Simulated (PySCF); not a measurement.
# How well do the runs reproduce experiment for 2-propanamine?

**What was measured.**

From NIST CCCBDB Release 22 (SRD 101), experimental polarizabilities, for the gas: mean polarisability 7.769 Å³.

The runs below try to reproduce these values; the comparison stands at the end.

Compound: 2-propanamine, C3H9N.
SMILES with atom numbers: `[CH3:1][CH:2]([CH3:3])[NH2:4]` (hydrogens: H5, H6, H7 on C1; H8 on C2; H9, H10, H11 on C3; H12, H13 on N4)

Geometry (PBE0-D3(BJ)/def2-SVP, Å), atoms numbered from 1 in this order:
```
atom  x, y, z in Å
C1    -0.6247    1.1382    0.4914
C2    -0.0549    0.0072   -0.3510
C3     1.3315   -0.3979    0.1256
N4    -0.9409   -1.1431   -0.2617
H5     0.0211    2.0284    0.4533
H6    -0.7236    0.8161    1.5398
H7    -1.6241    1.4357    0.1345
H8     0.0500    0.3884   -1.3923
H9     1.7472   -1.2051   -0.4991
H10    1.2821   -0.7657    1.1624
H11    2.0313    0.4504    0.0839
H12   -0.5979   -1.9000   -0.8508
H13   -1.8665   -0.9049   -0.6138
```

The PySCF runs (gas phase, on this PBE0-D3(BJ)/def2-SVP geometry; no spin–orbit coupling):

| level | job | basis functions | wall time |
| --- | --- | --- | --- |
| CAM-B3LYP/def2-SVPD | 10 singlets by full TDDFT, 4 Tamm–Dancoff triplets, polarisability, ΔSCF ions | 152 | 28 s |
| B3LYP/def2-SVPD | 10 singlets by full TDDFT, 4 Tamm–Dancoff triplets, polarisability, ΔSCF ions | 152 | 24 s |
| BHandHLYP/def2-SVPD | 10 singlets by full TDDFT, 4 Tamm–Dancoff triplets, polarisability, ΔSCF ions | 152 | 24 s |
| HF/def2-SVPD | 10 singlets by TDHF, 4 Tamm–Dancoff triplets, polarisability, ΔSCF ions | 152 | 5.8 s |
| LDA/def2-SVPD | 10 singlets by full TDDFT, 4 Tamm–Dancoff triplets, polarisability, ΔSCF ions | 152 | 20 s |
| PBE/def2-SVPD | 10 singlets by full TDDFT, 4 Tamm–Dancoff triplets, polarisability, ΔSCF ions | 152 | 30 s |
| PBE0/def2-SVPD | 10 singlets by full TDDFT, 4 Tamm–Dancoff triplets, polarisability, ΔSCF ions | 152 | 24 s |

Hardware: one thread of an Arm Neoverse V1, no GPU, on a shared host.

**Comparison with experiment**

**Mean polarisability.** Measured: 7.769 Å³ (NIST CCCBDB Release 22 (SRD 101), experimental polarizabilities).

```csv
level,computed (Å³),computed − measured (Å³),% (from the printed values)
CAM-B3LYP/def2-SVPD,7.269,-0.500,-6
B3LYP/def2-SVPD,7.398,-0.371,-5
BHandHLYP/def2-SVPD,7.103,-0.666,-9
HF/def2-SVPD,6.824,-0.945,-12
LDA/def2-SVPD,7.775,+0.006,0
PBE/def2-SVPD,7.643,-0.126,-2
PBE0/def2-SVPD,7.315,-0.454,-6
```

Closest is LDA/def2-SVPD (+0.006 Å³), furthest HF/def2-SVPD (-0.945 Å³); one molecule doesn't rank methods. The computed values are static and purely electronic, with core orbitals frozen in the response (1 au = 0.148185 Å³). The table of measured values doesn't say here whether a value is static or optical, or holds a vibrational part. The measurement averages over conformers, the calculation has one.

The geometry is computed, not the measured one. Where a level misses, the cause wasn't examined.
